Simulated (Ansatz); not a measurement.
# BPN (doublet): from Hartree-Fock to the top rungs, def2-QZVPP

One table from this session's results is given with a row withheld; the runs are named, their logs left out.

Computed with Ansatz 0.2.0, Gaussian basis. Level: def2-QZVPP, core rule «outside noble gas», up to 7 orbitals frozen.

Plan: UHF; ROHF; CCSD(T) on UHF.

## The geometry

The geometry is a PBE0/def2-TZVP stationary point (not a proven minimum) of the parent state, kept for this charge and spin.

3 atoms, charge 0, spin multiplicity 2.

Atoms are counted from 1 here; the program's logs count them from 0.

Bond lengths: N1–B2 1.334 Å, B2–P3 1.842 Å. Angles: N1–B2–P3 180.0°.

Set-up of the first run:

The input, in.yaml:

```yaml
crystal:
  periodic: [false, false, false]
  atoms:
    - {symbol: N, position_ang: [0.000000, 0.000000, 1.503167]}
    - {symbol: B, position_ang: [0.000000, 0.000000, 0.169267]}
    - {symbol: P, position_ang: [0.000000, 0.000000, -1.672433]}
basis:
  gaussian: {orbitals: "def2-QZVPP.json"}
magnetization: {spin_polarized: true, initial_magnetization: 1}
hamiltonian: {xc: hf}
output: {orbitals: {seedname: orbitals}}
```

The run is started by

```console
$ ansatz run in.yaml --threads 1 --pin off --events-out ev --progress --plain --max-ram 2393MiB
```

Among the steps run: UHF; ROHF; CCSD(T) on UHF.

One of the session's tables, all rows but one given; the rest of the session is left out.

| method | from UCCSD(T) (kcal/mol) |
| --- | --- |
| ROHF | +299.94 |
| UHF | +264.43 |
| UMP2 | +36.84 |
| UCCSD | ? |
| UCCSD(T) | 0 |

Estimate the missing values for UCCSD.

As computed: from UCCSD(T) (kcal/mol): +15.10. In the column «from UCCSD(T) (kcal/mol)» it lies between UCCSD(T) (0) and UMP2 (+36.84).

To keep in mind: The determinant is far from a pure spin state, so its energy mixes those of several spin states (harmless only where they are near-degenerate, as at dissociation).
